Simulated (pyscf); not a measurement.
B–Cl [singlet] + CH₄ → H₃C–BH–Cl (insertion; singlet surface; C–H broken, B–C, B–H formed). Optimised with ωB97X-D3(BJ)/def2-SVP in PySCF. Correlated levels are frozen-core, on RHF or UHF. ΔMP2 is the change of the MP2 total energy from the triple- to the quadruple-zeta basis. Rate constants from transition-state theory at the high-pressure limit, CCSD(T)/def2-TZVPP + ΔMP2(QZVPP) energies (ideal gas, 1 atm, RRHO with modes under 100 cm⁻¹ raised to 100, one conformer, R ln 2 for chiral ones without a mode under 150 cm⁻¹; no tunnelling), k in cm³ molecule⁻¹ s⁻¹.

```tsv
T (K)	1000/T	log10 k
298	3.354	-40.03
600	1.667	?
900	1.111	-20.74
1200	0.833	-18.16
```

Task: Fit an Arrhenius line to the three values, give the activation energy, and predict k at 600 K.

Result: Least squares gives log10 k = -11.04 − 8.65 × 1000/T, so Ea = 8.65 × ln 10 × 1.987 = 39.6 kcal/mol, against an electronic barrier of 38.9. At 600 K the line gives -25.46; the computed value is -25.67 (ΔG‡ = 54.0 kcal/mol), a factor 1.6 under the line, since the plot is curved. One saddle was located; it need not be the lowest between these sides. The CCSD(T) − MP2 part came from Ansatz, without density fitting, on the same reference.
